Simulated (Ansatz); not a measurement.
# C₅H₉F: one species, many methods

Aim: compute C₅H₉F with functionals from several rungs and with coupled cluster. The yardstick is the atomisation energy at the CCSD(T) limit.

The runs use Ansatz 0.2.0, Gaussian basis; functionals in def2-TZVPP, the program's frozen cores in correlated methods.

Plan: LDA (SPW92), PBE-D4, revPBE-D4, BLYP-D4, r2SCAN-D4, B97M-V, PBE0-D4, B3LYP-D4, r2SCANh-D4, r2SCAN0-D4, HSE06-D4, BHLYP-D4, CAM-B3LYP-D4, LC-ωPBE, ωB97X-V, ωB97M-V, B2PLYP, PBE-QIDH; CCSD(T)/def2-SVP; CCSD(T)/def2-TZVPP; MP2/def2-QZVPP; extrapolation to the limit; RPA on PBE.

### Step 1. The geometry

The geometry comes from an earlier relaxation with PBE0-D4 in a triple-zeta def2 set; it is a stationary point, not always the lowest conformer.

SMILES `FC1CCCC1`, 15 atoms, charge 0, spin multiplicity 1.

Atoms are counted from 1 here; the program's logs count them from 0.

Bond lengths: F1–C2 1.398 Å, C2–C3 1.527 Å, C2–C6 1.515 Å, C2–H7 1.093 Å, C3–C4 1.543 Å, C3–H8 1.091 Å, C3–H9 1.092 Å, C4–C5 1.531 Å, C4–H10 1.094 Å, C4–H11 1.091 Å, C5–C6 1.525 Å, C5–H12 1.091 Å, C5–H13 1.093 Å, C6–H14 1.091 Å, C6–H15 1.096 Å. Angles: F1–C2–C3 109.0°, F1–C2–C6 108.5°, F1–C2–H7 106.2°, C3–C2–C6 105.2°, C3–C2–H7 113.7°, C6–C2–H7 114.1°, C2–C3–C4 106.2°, C2–C3–H8 108.7°, C2–C3–H9 110.5°, C4–C3–H8 112.8°, C4–C3–H9 111.6°, H8–C3–H9 107.1°, C3–C4–C5 105.2°, C3–C4–H10 110.0°, C3–C4–H11 112.5°, C5–C4–H10 109.8°, C5–C4–H11 112.5°, H10–C4–H11 106.9° and more.

Coordinates:

```xyz
15
charge 0, multiplicity 1
F    -1.9821    0.2632    0.8361
C    -1.2210    0.0366   -0.3139
C    -0.3831   -1.2241   -0.1156
C     1.0258   -0.7442    0.2899
C     0.8882    0.7642    0.5152
C    -0.2180    1.1632   -0.4552
H    -1.9320   -0.0332   -1.1408
H    -0.8565   -1.8415    0.6497
H    -0.3585   -1.8149   -1.0337
H     1.7331   -0.9336   -0.5223
H     1.4074   -1.2648    1.1696
H     1.8215    1.3061    0.3520
H     0.5624    0.9683    1.5388
H    -0.6707    2.1360   -0.2572
H     0.1615    1.1680   -1.4833
```

### Step 2. LDA

This LDA is Slater exchange with PW92 correlation.

File in.yaml:

```yaml
crystal:
  periodic: [false, false, false]
  atoms:
    - {symbol: F, position_ang: [-1.982121, 0.263202, 0.836131]}
    - {symbol: C, position_ang: [-1.220970, 0.036610, -0.313946]}
    - {symbol: C, position_ang: [-0.383120, -1.224121, -0.115576]}
    - {symbol: C, position_ang: [1.025845, -0.744186, 0.289910]}
    - {symbol: C, position_ang: [0.888213, 0.764184, 0.515213]}
    - {symbol: C, position_ang: [-0.217968, 1.163169, -0.455248]}
    - {symbol: H, position_ang: [-1.932017, -0.033209, -1.140790]}
    - {symbol: H, position_ang: [-0.856494, -1.841524, 0.649671]}
    - {symbol: H, position_ang: [-0.358531, -1.814927, -1.033693]}
    - {symbol: H, position_ang: [1.733146, -0.933591, -0.522319]}
    - {symbol: H, position_ang: [1.407382, -1.264785, 1.169592]}
    - {symbol: H, position_ang: [1.821496, 1.306058, 0.351992]}
    - {symbol: H, position_ang: [0.562372, 0.968292, 1.538790]}
    - {symbol: H, position_ang: [-0.670743, 2.136027, -0.257155]}
    - {symbol: H, position_ang: [0.161509, 1.168001, -1.483272]}
basis:
  gaussian: {orbitals: def2-TZVPP}
hamiltonian: {xc: lda}
output: {orbitals: {seedname: orbitals}}
```

Command:

```console
$ ansatz run in.yaml --threads 4 --pin off --events-out ev --progress --plain --max-ram 11315MiB
```

After this run come: PBE-D4 (GGA); revPBE-D4 (GGA); BLYP-D4 (GGA); r2SCAN-D4 (meta-GGA); B97M-V (meta-GGA); PBE0-D4 (hybrid); B3LYP-D4 (hybrid); r2SCANh-D4 (hybrid); r2SCAN0-D4 (hybrid); HSE06-D4 (hybrid); BHLYP-D4 (hybrid); CAM-B3LYP-D4 (range-separated); LC-ωPBE (range-separated); ωB97X-V (range-separated); ωB97M-V (range-separated); B2PLYP (double hybrid); PBE-QIDH (double hybrid); CCSD(T) in def2-SVP; CCSD(T) in def2-TZVPP; MP2 in def2-QZVPP; RPA on PBE orbitals.

Q: Predict the results of all the runs planned. Wanted: atomisation energy, CCSD(T)/CBS; farthest beyond LDA; mean size of error, GGA; mean size of error, meta-GGA; mean size of error, hybrid; mean size of error, range-separated; mean size of error, double hybrid; gap, smallest and largest; T1 diagnostic.

**Answer**, as computed:

| quantity | value |
| --- | --- |
| atomisation energy, CCSD(T)/CBS | 6173.7 kJ/mol |
| functionals within 30.9 kJ/mol (0.5 %) | revPBE-D4, BLYP-D4, r2SCAN-D4, B97M-V, B3LYP-D4, r2SCANh-D4, LC-ωPBE, ωB97X-V, ωB97M-V, PBE-QIDH |
| farthest beyond LDA | BHLYP-D4 (-155.4 kJ/mol) |
| mean size of error, GGA | 61.2 kJ/mol |
| mean size of error, meta-GGA | 16.9 kJ/mol |
| mean size of error, hybrid | 56.1 kJ/mol |
| mean size of error, range-separated | 27.5 kJ/mol |
| mean size of error, double hybrid | 36.0 kJ/mol |
| gap, smallest and largest | 7.47 eV (BLYP-D4), 14.77 eV (LC-ωPBE) |
| T1 diagnostic | 0.0098 |
| triples share of the correlation energy | 3.7 % |

LDA overbinds by 902.8 kJ/mol (15 %). PBE-D4 is off by +149.2 kJ/mol. Double hybrids carry the basis error of their MP2 part in triple zeta, and no dispersion term here, so their miss is partly the set-up's. The rungs meta-GGA, range-separated miss on average by less than the doubt on the reference (30.9 kJ/mol), so they tie. The reference freezes the cores and leaves out relativity and excitations past (T), so misses under about 30.9 kJ/mol can't be ranked. Hartree-Fock recovers 75 % of the binding; the rest is correlation. CCSD(T) in def2-SVP is off by -224.0 kJ/mol, so the small basis spoils what the method gains. The gap grows from 7.5 to 14.8 eV across the functionals, mostly with the share of exact exchange.
